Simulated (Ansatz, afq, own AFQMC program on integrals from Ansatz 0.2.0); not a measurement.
Integrals from Ansatz 0.2.0, then the random walk in our own AFQMC program (afq).

```yaml
crystal:
  periodic: [false, false, false]
  atoms:
    - {symbol: Si, position_ang: [0.000000, 0.000000, 0.000000]}
basis:
  gaussian: {orbitals: aug-cc-pVTZ}
magnetization: {spin_polarized: true, initial_magnetization: 2}
correlation: {method: ccsd_t, electrons: outside_noble_gas, hamiltonian_folder: ham}
```

```sh
$ ansatz run in.yaml --threads 1 --pin off --events-out ev --progress --plain --max-ram 24576MiB --backend cuda --devices 0, --max-vram 18GiB
```

Options of the walk:

```
--method free --trial cisd --walkers 4000 --time-step 0.03 --max-blocks 4000 --target-error 0.00024 --factor-cut 1e-05 --seed 2873 --times 0,0.3,0.6,1.2,1.8,2.4,3.6,4.8,6 --taylor-order 8
```

Times are imaginary, in 1/Eh. The walk had a cap of 67 s.

afq prints:

```
orbitals 45  electrons 3 1  factors 275 of 284
reference energy -288.85662776 Eh
CCSD correlation -0.07465316 Eh in 9 cycles, weight of the determinant in the CISD state 0.9319
repeat  energy at the last time / Eh  error
    10  -288.934678  0.000059
    20  -288.934665  0.000034
    30  -288.934669  0.000027
time / (1/Eh)  energy / Eh  error  mean overlap
  0.00  -288.931280  0.000001  1.0731
  0.30  -288.932776  0.000007  1.0736
  0.60  -288.933524  0.000010  1.0748
  1.20  -288.934190  0.000014  1.0764
  1.80  -288.934447  0.000016  1.0776
  2.40  -288.934567  0.000016  1.0779
  3.60  -288.934665  0.000019  1.0797
  4.80  -288.934678  0.000021  1.0802
  6.00  -288.934677  0.000028  1.0863
energy -288.934677 +/- 0.000028 Eh
```

The run passed its tests (error under three times the target), which doesn't prove that it has relaxed.

Against this walk (error 0.8 meV) on the same determinant: CCSD(T) 23.0 meV higher, CCSDT(Q) 0.0 meV lower (within the noise), full CI 0.5 meV lower (within the noise). The error is statistical, and a free projection of finite length keeps a remainder of its start.

Cautions: remainder of the start not in the error.

The walk took 26 s on 1 × NVIDIA H100 80GB HBM3 with 2 threads of AMD EPYC 7R13 Processor (Zen 3), on a shared host (the card was shared). The log's last line is the free-projection energy.

CCSDT and higher add their correlation energy to the determinant of the CCSD(T) run, since their own runs factorise the integrals more tightly (a shift of under 2 meV). A walk keeps the symmetry of its determinant, which the program's search chose and which needn't be the lowest solution, so a lower state of the same spin and another symmetry isn't excluded.
